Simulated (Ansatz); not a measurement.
The input, for Ansatz 0.2.0:

```yaml
crystal:
  periodic: [false, false, false]
  atoms:
    - {symbol: Si, position_ang: [0.000000, 0.000000, 0.000000]}
    - {symbol: H, position_ang: [-0.012747, 1.200128, 1.191799]}
    - {symbol: H, position_ang: [-0.018246, -1.191861, 1.199996]}
    - {symbol: H, position_ang: [0.018246, 1.191861, -1.199996]}
    - {symbol: H, position_ang: [0.012747, -1.200128, -1.191799]}
basis:
  gaussian: {orbitals: 6-31G}
magnetization: {spin_polarized: false, initial_magnetization: 2}
correlation: {method: fic_mrcisd_q, electrons: outside_noble_gas, active_space: {window: {electrons: 4, orbitals: 4}}}
```

```sh
$ ansatz run in.yaml --threads 1 --pin off --events-out ev --progress --plain --max-ram 2393MiB
```

Output:

```
268 factors; integrals over basis functions are off by at most 2.1e-4 eV
mean field evaluation 1: about -7917.3932 eV, gradient 6.7e0 eV
mean field evaluation 2: about -7917.3944 eV, gradient 6.7e0 eV
mean field evaluation 4: about -7917.6901 eV, gradient 3.4e-1 eV
mean field evaluation 8: about -7917.6912 eV, gradient 8.2e-7 eV
mean field -7917.69120682 eV, -290.9697850469 hartree, gradient 5.3e-7 eV, S^2 2.000000; 0 other end points of the search recorded, 0 dependent functions left out
reference -7917.69120682 eV, -290.9697850469 hartree; 10, 8 occupied and 11, 13 virtual orbitals, 268 factors
state -7918.28764123 eV, -290.9917036070 hartree
contracted CI cycle   1: correlation 0.00000000 eV, 0.0000000000 hartree, residual 8.78e0 eV
contracted CI cycle   2: correlation -2.06598221 eV, -0.0759234457 hartree, residual 2.14e0 eV
contracted CI cycle   3: correlation -2.20604091 eV, -0.0810705083 hartree, residual 7.65e-1 eV
contracted CI cycle   4: correlation -2.22202502 eV, -0.0816579132 hartree, residual 2.79e-1 eV
contracted CI cycle   5: correlation -2.22413202 eV, -0.0817353440 hartree, residual 1.16e-1 eV
contracted CI cycle   6: correlation -2.22446609 eV, -0.0817476210 hartree, residual 4.52e-2 eV
contracted CI cycle   7: correlation -2.22451663 eV, -0.0817494784 hartree, residual 1.84e-2 eV
contracted CI cycle   8: correlation -2.22452461 eV, -0.0817497717 hartree, residual 7.26e-3 eV
contracted CI cycle   9: correlation -2.22452577 eV, -0.0817498141 hartree, residual 2.47e-3 eV
contracted CI cycle  10: correlation -2.22452591 eV, -0.0817498195 hartree, residual 8.47e-4 eV
state -7918.28764123 eV, -290.9917036070 hartree; corrected -7920.70392715 eV, -291.0805004766 hartree
Total energy: -7920.70392715 eV, -291.0805004766 hartree
```

Natural occupations: 1.9592 1.0004 1.0000 0.0404.

Ran on 1 thread of Arm Neoverse V1, shared host: 0.57 s wall, 0.15 GiB peak host memory.
